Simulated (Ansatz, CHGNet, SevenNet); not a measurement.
Equilibrium volume per atom (Å³/atom) of solids drawn from the class of oxides, from the machine-learned potential CHGNet 0.3.0 (trained on PBE and PBE+U data); the machine-learned potential CHGNet-r²SCAN (trained on r²SCAN data); the machine-learned potential SevenNet-0 (trained on PBE and PBE+U data); the machine-learned potential SevenNet-l3i5 (trained on PBE and PBE+U data); PBE (plane waves, PAW; Ansatz, a first-principles code); r²SCAN in Ansatz (plane waves, PAW).

```tsv
solid	CHGNet 0.3.0	CHGNet-r²SCAN	SevenNet-0	SevenNet-l3i5	PBE	r²SCAN
rutile TiO2	10.69	10.43	10.70	10.70	10.65	___
rutile SnO2	12.59	12.15	12.60	12.61	12.58	___
corundum Ga2O3 (metastable phase)	10.03	9.71	10.05	10.07	10.06	9.64
α-quartz (SiO2)	13.82	12.70	13.37	13.42	13.38	12.62
corundum (α-Al2O3)	8.77	8.47	8.76	8.75	8.76	8.49
A-type hexagonal La2O3	16.69	16.35	16.62	16.61	16.64	16.43
```

Q: Complete the blanks.

A: 
- rutile TiO2, r²SCAN: 10.40
- rutile SnO2, r²SCAN: 12.09

The levels part most in proportion for α-quartz (SiO2) (12.62 to 13.82 Å³/atom) and least for A-type hexagonal La2O3 (16.35 to 16.69 Å³/atom).

Ansatz's runs of these crystals have no spin polarisation.

Ansatz's density-functional and Hartree–Fock values are scalar-relativistic unless marked +SOC, with PAW data made under PBE.

Machine-learned potentials (CHGNet 0.3.0, CHGNet-r²SCAN, SevenNet-0, SevenNet-l3i5) are trained on DFT data: a solid inside that data is no test of them.
